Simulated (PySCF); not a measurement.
Atoms are numbered as in `[CH3:1][CH2:2][C:3](=[O:4])[Cl:5]`. Hydrogens are named by the atom that carries them.

One computed conformer, equivalent nuclei averaged, no relativistic terms, isolated molecule. Coordinates at the PBE0-D3(BJ)/def2-TZVP level; NMR shieldings at B97-2/pcSseg-2/GIAO; PySCF 2.14.0 with density-fitted response routines.

Shifts are taken against calculated references (same method and geometry level): ¹³C (σ = 185.38 ppm) and ¹H (σ = 31.64 ppm) vs TMS; ¹⁷O (σ = 327.66 ppm) against H2O; HCl for ³⁵Cl (σ = 941.52 ppm).

```csv
atoms,nucleus,count,δ (ppm)
H(C1),¹H,3,1.09
C2,¹³C,1,?
C3,¹³C,1,188.4
C1,¹³C,1,11.7
H(C2),¹H,2,2.97
O4,¹⁷O,1,?
Cl5,³⁵Cl,1,454
```

Question: Estimate the values marked ?.

Answer: 
- C2: 44.9 ppm, sp3 CH2 α to a carbonyl; α to the electron-withdrawing carbonyl group
- O4: 559.3 ppm, carbonyl oxygen

Carbons that carry Cl, above all several Cl atoms, come out too deshielded, partly because spin–orbit coupling is missing. Shifts are as computed. Against solution values, carbons near 30 ppm lie about +3 ppm off and those near 130 ppm about +7 ppm; carbons on Cl a further +5 ppm. Of 1211 compounds with measured shifts, 218 miss one by over three times the rms of a fit or turn the order of signals round; such compounds aren't used in these exercises. Unscaled 17O shifts of doubly bonded oxygen tend to come out too high, by tens of ppm or more. Experimental scales use liquid or dissolved standards, which lie at an offset from isolated H2O (liquid H2O: subtract about 36 ppm).
